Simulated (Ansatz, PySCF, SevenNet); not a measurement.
How the bulk modulus of zinc-blende AlN (metastable phase) moves with the method

No measured value is used here.

```tsv
level (code)	value (GPa)	cell (Å³/atom)
SevenNet-0	201	10.65
LDA (Ansatz)	210	10.24
PBE (Ansatz)	…	10.67
PBE-D3(BJ) (Ansatz)	201	10.45
r²SCANh (Ansatz)	…	10.36
MP2 (PySCF)	205 ± 6	10.56
```

**Question.** Some entries are withheld; supply them.

**Answer.** 
- PBE (Ansatz, an electronic-structure program), value (GPa): 193
- r²SCANh (Ansatz), value (GPa): 215

A ± on a computed value is a rough bar: the spread of its extrapolation, a floor set from checks against published values, or a statistical error. Each level is taken at its own relaxed cell. K meshes differ between the levels. Ansatz's density-functional and Hartree–Fock values are scalar-relativistic unless marked +SOC, with PAW data made under PBE.

Machine-learned potentials (SevenNet-0) are trained on DFT data: a solid inside that data is no test of them.
